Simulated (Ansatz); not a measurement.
The input, for Ansatz 0.2.0:

```yaml
crystal:
  periodic: [false, false, false]
  atoms:
    - {symbol: Si, position_ang: [0.056856, -0.096315, 0.000221]}
    - {symbol: H, position_ang: [1.528799, -0.082087, 0.000125]}
    - {symbol: H, position_ang: [-2.446246, 4.143988, -0.009497]}
    - {symbol: H, position_ang: [-0.666794, -1.378165, 0.003222]}
basis:
  gaussian: {orbitals: aug-cc-pVDZ}
total_charge: 1
correlation: {method: fci, electrons: outside_noble_gas}
```

```sh
$ ansatz run in.yaml --threads 2 --pin off --events-out ev --progress --plain --max-ram 24576MiB --backend cuda --devices 0, --max-vram 18GiB
```

Problem. Roughly how long does this take on 2 threads of AMD EPYC 7R13 with a shared H100 80 GB, shared host, and how much host memory?

Solution. 18 s wall and 0.84 GiB.

```
912 factors; integrals over basis functions are off by at most 1.5e-7 eV
mean field evaluation 1: about -7891.0768 eV, gradient 1.0e1 eV
mean field evaluation 2: about -7891.0763 eV, gradient 1.0e1 eV
mean field evaluation 4: about -7893.2369 eV, gradient 3.2e0 eV
mean field evaluation 8: about -7893.3181 eV, gradient 1.3e-1 eV
mean field -7893.31830275 eV, -290.0740973429 hartree, gradient 1.5e-6 eV, S^2 0.000000; 0 other end points of the search recorded, 0 dependent functions left out; unrestricted orbitals would lower it
mean field evaluation 16: about -7894.2023 eV, gradient 1.4e1 eV
unrestricted determinant -7897.53205325 eV, -290.2289498175 hartree, S^2 1.0048
5 core orbitals not correlated: weight in the atoms' cores, before any rotation towards them, 1.000 or more for the frozen orbitals, at most 0.000 for the correlated occupied ones
reference -7893.31830275 eV, -290.0740973429 hartree; 3, 3 occupied and 46, 46 virtual orbitals, 912 factors
state -7899.88293864 eV, -290.3153432621 hartree
Total energy: -7899.88293864 eV, -290.3153432621 hartree
```

Natural occupations: 1.9527 1.9445 1.0340 0.9549 0.0258 0.0208 0.0207 0.0093 0.0090 0.0062 0.0051 0.0042 0.0033 0.0026 0.0016 0.0013 0.0008 0.0008 0.0006 0.0004 0.0004 0.0001 0.0001 0.0001.
